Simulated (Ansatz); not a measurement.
fcc Ag, treated with HSE06-D3(BJ) in Ansatz (PAW).

Settings: plane-wave cutoff 460 eV, 14×14×14 k mesh, Fermi–Dirac smearing 0.05 eV, no spin polarisation, scalar-relativistic PAW data made under PBE.

Results at a series of volumes:

```csv
V (Å³/atom),E − E_lowest (meV/atom),P (GPa)
15.670,16.38,6.80
16.082,3.78,3.07
16.494,0.00,-0.06
16.735,1.29,-1.65
17.319,13.40,-4.88
```

Q: Estimate the bulk modulus from the pressures at 16.082 and 16.735 Å³/atom, and compare it with a fit to all energies.

A: B = −V dP/dV. Between V = 16.082 and 16.735 Å³/atom, dP/dV = (-1.65 − (3.07))/(16.735 − 16.082) = -7.23 GPa per Å³/atom; at the midpoint 16.409 Å³/atom this gives B ≈ 119 GPa. The third-order Birch–Murnaghan fit gives V0 = 16.487 Å³/atom, B0 = 115 GPa, B′ = 6.1, which lies 3 % below that estimate.

Measured, for comparison: bulk modulus 110 GPa (corrected for temperature and zero-point phonon effects, our sources range from 104 to 111; as tabulated in Levämäki et al. (2014), arXiv:1402.3671); equilibrium volume per atom 16.76 Å³/atom (static lattice: zero-point anharmonic expansion removed; as tabulated in Mejia-Rodriguez and Trickey (2018), arXiv:1807.09216). Computed (rounded) less measured: bulk modulus +5 % (+4 % to +11 % over the range), equilibrium volume per atom -1.6 %.

Computed values are for the static lattice.

Cost on a shared machine: roughly 10 core-minutes.

Ansatz is a quantum-chemistry and plane-wave program.
